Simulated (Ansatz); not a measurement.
# Telling isomers of CH3O− apart by their spectra

These gas-phase data were calculated for one isomer of CH3O− at r2SCAN-D4/def2-TZVPD (harmonic, unscaled wavenumbers; equilibrium rotational constants with average atomic masses):

- rotational constants: 158.3, 27.99, 27.99 GHz
- all wavenumbers above 1500 cm⁻¹: 2554, 2411, 2411

Candidates:

(1) `C[O-]`, a singlet
(2) `[CH2-]O`, a singlet

Assign the data to one candidate and say why.

Candidate (1). No mode falls between 3300 and 4000 cm⁻¹, where the O–H stretch of (2) would stand.

The same quantities for all candidates:

```tsv
	rotational constants (GHz)	wavenumbers above 1500 cm⁻¹	E above the lowest, r2SCAN-D4/def2-TZVPD (kcal/mol)
(1)	158.3, 27.99, 27.99	2554, 2411, 2411	0.0
(2)	170.8, 24.16, 24.05	3885, 2817, 2785	36.4
```

Harmonic stretches to hydrogen usually lie a few per cent above observed fundamentals. Each candidate is one conformer. Programs: Ansatz 0.2.0.
